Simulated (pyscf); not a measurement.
F–SiH₂–SiH(F)–F (SMILES F[SiH2][SiH](F)F) → F–SiH(F)–F (SMILES F[SiH](F)F) + SiH₂ (SMILES [SiH2]) [singlet], a 1,1-elimination (singlet surface; F–Si, Si–Si broken, F–Si formed). Structures and frequencies: ωB97X-D3(BJ)/def2-SVP in PySCF. Correlated levels are frozen-core, on RHF or UHF. ΔMP2 is the change of the MP2 total energy from the triple- to the quadruple-zeta basis. Energies in eV from the reactant's lowest minimum found.

Small-basis levels: PySCF, no dispersion term, spherical d functions. 

Problem. Quick HF/6-31G* single points give ΔE‡ = 2.21 eV and ΔE = +1.65 eV. What does CCSD(T)/def2-TZVPP + ΔMP2(QZVPP) give, and how far is the quick result from it?

Solution. CCSD(T)/def2-TZVPP + ΔMP2(QZVPP) gives ΔE‡ = 1.95 eV and ΔE = +1.79 eV. HF/6-31G* lies 0.26 eV over it in the barrier and 0.14 eV under it in the reaction energy, so on this step it does not hold to within 0.13 eV. CCSD(T)/def2-TZVPP + ΔMP2(QZVPP) has limits of its own. On the product side the descent ends in a complex, 0.26 eV under the separated species and 0.13 eV under the saddle at ωB97X-D3(BJ)/def2-TZVP. At ωB97X-D3(BJ) the barrier from the zero used here is 2.05 eV. F–SiH₂–SiH(F)–F lies 0.50 eV over its isomer F–Si(F)(F)–SiH₃ (electronic energy, ωB97M-D3(BJ)). One saddle was located; it need not be the lowest between these sides. The CCSD(T) − MP2 part came from Ansatz, without density fitting, on the same reference.
